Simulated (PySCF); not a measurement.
Molecule: Cyanoacetylene (SMILES N#CC#C).

Cartesian coordinates in Å; atom numbers follow the order of the lines, from 1:
```xyz
5

C    -1.270   -0.188   -0.004
C    -0.067   -0.032    0.011
C     1.299    0.140    0.029
N     2.451    0.290    0.045
H    -2.337   -0.321   -0.015
```

Spin–spin couplings on one PBE0-D3(BJ)/def2-SVP geometry, PySCF, gas phase, non-relativistic, equivalent pairs averaged; isotopes 13C, 1H, 15N; basis pcJ-1.

How do the couplings (Hz) change with the functional? Times are CPU seconds on shared hosts with different chips, so compare them loosely.

Answers


```
functional  functions  1J(C1,H5)  1J(C1,C2)  1J(C2,C3)  1J(C3,N4)  2J(C2,H5)  2J(C1,C3)  2J(C2,N4)  core-s
       LDA        118      229.6      204.0      141.7      -10.2       49.9       20.5        3.8       5
       PBE        118      267.2      221.1      155.2      -12.6       55.0       19.9        5.0     8.2
       KT2        118      295.6      206.6      140.6       -5.1       60.2       17.1        6.9     8.4
     B3LYP        118      289.6      239.1      175.0      -22.3       56.1       18.1        5.7     5.8
      PBE0        118      275.4      234.6      170.3      -21.4       52.6       15.2        6.3     8.1
     B97-2        118      264.9      232.0      167.2      -20.4       50.6       14.8        6.4     7.8
 BHandHLYP        118      311.6      268.8      204.4      -38.3       49.5        4.9       10.9     8.4
 CAM-B3LYP        118      285.3      240.8      176.7      -25.5       55.9       17.1        5.9      10
``` Left out for a near triplet instability: HF/pcJ-1.
